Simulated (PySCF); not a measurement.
# BrClF−, cut into parts across a bond: interaction energy

The task here is to estimate one member of a computed series from the others.

Programs: PySCF 2.14.0. All values are calculated, for the isolated system unless a continuum is named. Atoms count from 0, parts from 1.

## Starting point

3 atoms, charge -1, multiplicity 1; geometry: GFN2-xTB. Parts: 1 = atoms 0–1, `FCl`, charge 0; 2 = atom 2, `[Br-]`, charge -1. In the given geometry Cl0 and Br2 of different parts are bonded (2.27 Å), so values for the parts refer to these atom groups.

Set-up of the first run:

The job: settings as JSON, then the geometry in Å.

```
{"job": {"xc": "PBE0", "basis": "def2-TZVPD", "d3": "d3bj", "grid": 3, "kind": "geom", "shake": 0.01}, "charge": -1, "multiplicity": 1, "parts": [{"atoms": "0-1", "charge": 0, "multiplicity": 1}, {"atoms": "2-2", "charge": -1, "multiplicity": 1}]}
Cl     0.965205    -0.451626    -0.261335
F     -0.925934     0.172508     0.119706
Br     3.084634    -1.126961    -0.722860
```

Run with:

```
$ OMP_NUM_THREADS=1 python cluster_run.py task.json out
```

This one command runs all jobs of the session in turn.

Among the steps run: Relaxing the molecule at PBE0-D3(BJ)/def2-TZVPD; Coupled-cluster interaction energy: CCSD(T) and MP2, 2.42 Å; Coupled-cluster interaction energy: CCSD(T) and MP2, 2.54 Å; Coupled-cluster interaction energy: CCSD(T) and MP2, 2.67 Å; Coupled-cluster interaction energy: CCSD(T) and MP2, 2.30 Å; Coupled-cluster interaction energy: CCSD(T) and MP2, 3.03 Å; Coupled-cluster interaction energy: CCSD(T) and MP2, 2.18 Å; Coupled-cluster interaction energy: CCSD(T) and MP2, 3.64 Å; Coupled-cluster interaction energy: CCSD(T) and MP2, 4.85 Å.

One table of the session follows, with a row left open; its other results are not shown here.

It belongs to the step «Coupled-cluster interaction energy: CCSD(T) and MP2, 4.85 Å». 

| method | interaction energy (kcal/mol) |
| --- | --- |
| HF/aug-cc-pVDZ | -6.50 |
| MP2/aug-cc-pVDZ | -5.90 |
| CCSD/aug-cc-pVDZ | -5.76 |
| CCSD(T)/aug-cc-pVDZ | -5.75 |
| HF/aug-cc-pVQZ | -6.45 |
| MP2/aug-cc-pVQZ | -5.94 |
| SCS-MP2/aug-cc-pVQZ | -5.76 |
| MP2, extrapolated | -5.95 |
| CCSD(T), limit estimate | ? |

**Question.** Estimate the row for CCSD(T), limit estimate.

**Answer.** interaction energy (kcal/mol): -5.80. In the column «interaction energy (kcal/mol)» it lies between MP2/aug-cc-pVDZ (-5.90) and CCSD/aug-cc-pVDZ (-5.76).
